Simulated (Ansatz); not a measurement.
Consider the isomerisation: `C=C/C=C\F` → `C=C=C(C)F`.

Program: Ansatz. Geometries: PBE0-D4/def2-TZVP. ΔE: electronic, gas phase. CBS: MP2 limit from def2 TZ/QZ plus the TZ coupled-cluster correction, frozen cores. Each species was taken in one conformer, which may not be the lowest.

`C=C/C=C\F`:

Z-matrix (Å, degrees):
```
C
C 1 1.332
H 1 1.083 2 121.4
H 1 1.085 2 121.5 3 -180.0
C 2 1.446 1 123.7 3 -180.0
H 2 1.086 1 119.6 3 -0.0
C 5 1.328 2 125.1 1 180.0
H 5 1.085 2 118.6 1 -0.0
F 7 1.337 5 122.3 2 0.0
H 7 1.083 5 125.4 2 180.0
```

`C=C=C(C)F`:

Cartesian coordinates in Å:
```
C 1.564 1.049 0.967
C 0.781 0.427 0.138
C -0.030 -0.201 -0.666
C -1.358 -0.771 -0.340
F 0.321 -0.388 -1.959
H 2.310 0.516 1.552
H 1.509 2.126 1.102
H -2.130 -0.312 -0.965
H -1.601 -0.599 0.707
H -1.366 -1.847 -0.536
```

```json
{"species": "`C=C/C=C\\F`", "CCSD(T)/CBS(def2) energy (Eh)": "-254.96005"}
{"species": "`C=C=C(C)F`", "CCSD(T)/CBS(def2) energy (Eh)": "-254.93710"}
```

Q: Work out ΔE.

A: ΔE = (-254.93710) − (-254.96005) = 0.02295 Eh = +14.4 kcal/mol.

Largest T1 diagnostic among the species: 0.012.

In def2-TZVPP, CCSD(T) changes the Hartree–Fock value by −1.3 kcal/mol (the triples alone add +0.1 kcal/mol) and MP2 by −0.9 kcal/mol.
